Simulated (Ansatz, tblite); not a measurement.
Cost and result up the ladder for AlH2(NH2) (AlNH4) (6 atoms). Charge 0, multiplicity 1. Geometry: r2SCAN-D4/def2-TZVP.

```xyz
6

Al   -0.573    0.160   -0.580
H    -0.229    1.249   -1.675
H    -1.938   -0.637   -0.508
N     0.647   -0.183    0.652
H     0.543   -0.851    1.400
H     1.550    0.263    0.711
```

Ansatz on 4 threads of Arm Neoverse V2 on a shared host; xTB runs through tblite on one thread. Times are rough, summed over both states, and most runs start from the orbitals of an earlier one. PBE0-D4/def2-TZVP serves as the yardstick here, not as an exact answer. The other state is a triplet.

The xTB rows come from tblite. HOMO above LUMO, or a gap near zero within one spin, warns that the state may not be the lowest or that an electron is smeared out.

xTB has no spin-polarisation term.

| level | functions | wall time | vertical triplet (eV) | difference from PBE0-D4/def2-TZVP (eV) | remarks |
| --- | --- | --- | --- | --- | --- |
| GFN2-xTB | 17 | 0.005 s | 5.03 | -0.19 | – |
| GFN1-xTB | 21 | 0.006 s | 6.12 | 0.90 | – |
| PBE-D4/def2-TZVP | 92 | 1.2 s | 4.90 | -0.32 | gap within one spin near zero (triplet) |
| PBE0-D4/def2-TZVP | 92 | 1.7 s | 5.22 | 0.00 | – |
| r2SCAN-D4/def2-TZVP (with forces) | 92 | 2.9 s | 5.01 | -0.21 | gap within one spin near zero (triplet) |
